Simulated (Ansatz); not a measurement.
Atomization energy of NClO, singlet, from cheap to dear

Geometry (MP2(full)/6-31G*, from the G2/97 set):

```tsv
atom	x (Å)	y (Å)	z (Å)
Cl	-0.5258	-0.9400	0.0000
N	0.0119	1.0183	0.0000
O	1.1546	1.1916	0.0000
```

Measured, as an electronic atomization energy: 800.4 kJ/mol (G2/97 heats of formation of molecule and atoms, with zero-point and thermal terms from B3LYP taken off; Curtiss et al., J. Chem. Phys. 106, 1063 (1997), Staroverov et al., J. Chem. Phys. 119, 12129 (2003)). The measured value holds scalar relativity and spin–orbit coupling, which all computed ones lack, and core correlation, which the wave-function levels lack. Atoms are taken at the same level; beside RHF, RMP2 and RCC rows they are unrestricted. The atoms' steps beyond CCSDT(Q) are taken from restricted open-shell runs, which share full CI's core. Ansatz 0.2.0; the 6-31G* set has Cartesian d functions; a miss is computed less measured; times are wall times on shared hosts and scatter by a factor of two or so.

```json
{"level": "RHF", "basis": "cc-pV(D+d)Z", "miss (kJ/mol)": "-657.0", "time of the run": "–", "hardware": "–"}
{"level": "UHF", "basis": "cc-pV(D+d)Z", "miss (kJ/mol)": "-633.0", "time of the run": "–", "hardware": "–"}
{"level": "RMP2", "basis": "cc-pV(D+d)Z", "miss (kJ/mol)": "-68.2", "time of the run": "–", "hardware": "–"}
{"level": "UMP2", "basis": "cc-pV(D+d)Z", "miss (kJ/mol)": "-159.0", "time of the run": "–", "hardware": "–"}
{"level": "RCCSD(T)", "basis": "cc-pV(D+d)Z", "miss (kJ/mol)": "-122.8", "time of the run": "1.1 s", "hardware": "1 CPU thread"}
{"level": "UCCSD(T)", "basis": "cc-pV(D+d)Z", "miss (kJ/mol)": "-130.2", "time of the run": "18 s", "hardware": "1 CPU thread"}
{"level": "RCCSDT(Q)", "basis": "cc-pV(D+d)Z", "miss (kJ/mol)": "-112.1", "time of the run": "4.2 s", "hardware": "H100 + 2 CPU threads"}
{"level": "RCCSDTQ", "basis": "cc-pV(D+d)Z", "miss (kJ/mol)": "-113.5", "time of the run": "4.9 min", "hardware": "H100 + 2 CPU threads"}
{"level": "RHF", "basis": "cc-pV(T+d)Z", "miss (kJ/mol)": "-636.4", "time of the run": "–", "hardware": "–"}
{"level": "UHF", "basis": "cc-pV(T+d)Z", "miss (kJ/mol)": "-611.8", "time of the run": "–", "hardware": "–"}
{"level": "RMP2", "basis": "cc-pV(T+d)Z", "miss (kJ/mol)": "5.3", "time of the run": "–", "hardware": "–"}
{"level": "UMP2", "basis": "cc-pV(T+d)Z", "miss (kJ/mol)": "-91.4", "time of the run": "–", "hardware": "–"}
{"level": "RCCSD(T)", "basis": "cc-pV(T+d)Z", "miss (kJ/mol)": "-59.1", "time of the run": "4.4 s", "hardware": "1 CPU thread"}
{"level": "UCCSD(T)", "basis": "cc-pV(T+d)Z", "miss (kJ/mol)": "-67.7", "time of the run": "9.5 s", "hardware": "H100 + 2 CPU threads"}
{"level": "RCCSDT(Q)", "basis": "cc-pV(T+d)Z", "miss (kJ/mol)": "-50.5", "time of the run": "25 s", "hardware": "H100 + 2 CPU threads"}
{"level": "RHF", "basis": "cc-pV(Q+d)Z", "miss (kJ/mol)": "-633.6", "time of the run": "–", "hardware": "–"}
{"level": "UHF", "basis": "cc-pV(Q+d)Z", "miss (kJ/mol)": "-608.8", "time of the run": "–", "hardware": "–"}
{"level": "RMP2", "basis": "cc-pV(Q+d)Z", "miss (kJ/mol)": "36.3", "time of the run": "–", "hardware": "–"}
{"level": "UMP2", "basis": "cc-pV(Q+d)Z", "miss (kJ/mol)": "-64.3", "time of the run": "–", "hardware": "–"}
{"level": "RCCSD(T)", "basis": "cc-pV(Q+d)Z", "miss (kJ/mol)": "-30.1", "time of the run": "5.5 s", "hardware": "H100 + 2 CPU threads"}
{"level": "UCCSD(T)", "basis": "cc-pV(Q+d)Z", "miss (kJ/mol)": "-38.8", "time of the run": "23 s", "hardware": "H100 + 2 CPU threads"}
```

A dash: the level came out of a higher level's run.

A composite of the best parts (restricted reference, at this geometry, which isn't the minimum of the high levels):

| part | kJ/mol |
| --- | --- |
| Hartree–Fock limit (T, Q; exp(−5.46 √X)) | 167.61 |
| CCSD(T) correlation limit (T, Q; X⁻³) | 622.60 |
| CCSDT − CCSD(T) (TZ) | -1.32 |
| (Q) (TZ) | 9.92 |
| CCSDTQ − CCSDT(Q) (DZ) | -1.49 |
| sum | 797.3 |
| sum less measured | -3.1 |
